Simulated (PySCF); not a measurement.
1,4,5,8-tetraazanaphthalene, C6H4N4.
SMILES: `c1cnc2nccnc2n1`

Computed with PySCF at CAM-B3LYP/def2-SVPD, non-relativistic, on one gas-phase PBE0-D3(BJ)/def2-SVP geometry that isn't relaxed in the solvent. The solvent is an IEF-PCM continuum (van der Waals radii × 1.2), and excitations are vertical TDDFT with non-equilibrium linear response and a frozen core. Specific hydrogen bonds and non-electrostatic terms are outside this model.

Gas-phase singlets (H = HOMO, L = LUMO):

```csv
state,E (eV),λ (nm),f,leading configurations
S1,3.100,400,0.000,H→L 97%
S2,4.321,287,0.009,"H-2→L 74%, H→L+2 24%"
S3,4.543,273,0.000,"H→L+1 86%, H-4→L 11%"
S4,4.592,270,0.260,"H-1→L 89%, H-3→L+1 10%"
S5,4.988,249,0.000,"H-4→L 83%, H→L+1 11%"
```

How does the list change in tetrahydrofuran (ε = 7.426)?

```tsv
state	E (eV)	λ (nm)	f	leading configurations	change by rank (eV)
S1	3.262	380	0.000	H→L 96%	+0.162
S2	4.425	280	0.011	H-2→L 74%, H→L+2 24%	+0.104
S3	4.466	278	0.380	H-1→L 92%	-0.077
S4	4.747	261	0.000	H→L+1 86%, H-4→L 11%	+0.155
S5	5.182	239	0.000	H-4→L 83%, H→L+1 11%	+0.194
```

How does the list change in water (ε = 78.36)?

```csv
state,E (eV),λ (nm),f,leading configurations,change by rank (eV)
S1,3.309,375,0.000,H→L 96%,+0.209
S2,4.459,278,0.011,"H-2→L 74%, H→L+2 25%",+0.138
S3,4.470,277,0.366,H-1→L 92%,-0.073
S4,4.803,258,0.000,"H→L+1 87%, H-4→L 10%",+0.211
S5,5.239,237,0.000,"H-4→L 84%, H→L+1 11%",+0.251
```

The ground-state energy changes by -0.467 eV from gas to water. By how much does the total energy of gas-phase S1 change?

E(S1) = E(S0) + excitation energy, so it changes by -0.467 + 0.209 = -0.258 eV: it is lowered less than the ground state, which is what a blue shift means. This is the vertical state, with the slow part of the continuum still set for S0.

How do the frontier levels move from gas to water?

```tsv
orbital	gas (eV)	solvent (eV)	change (eV)
LUMO+2	0.29	0.26	-0.03
LUMO+1	-0.37	-0.27	+0.10
LUMO	-1.92	-1.88	+0.04
HOMO	-8.68	-8.84	-0.16
HOMO-1	-9.34	-9.21	+0.13
HOMO-2	-10.04	-10.14	-0.10
HOMO-3	-10.21	-10.26	-0.05
```

The HOMO–LUMO gap goes from 6.76 to 6.96 eV. Rows go by rank; for LUMO+1 the atom shares or the degeneracy differ between the runs, so the row needn't follow one orbital.
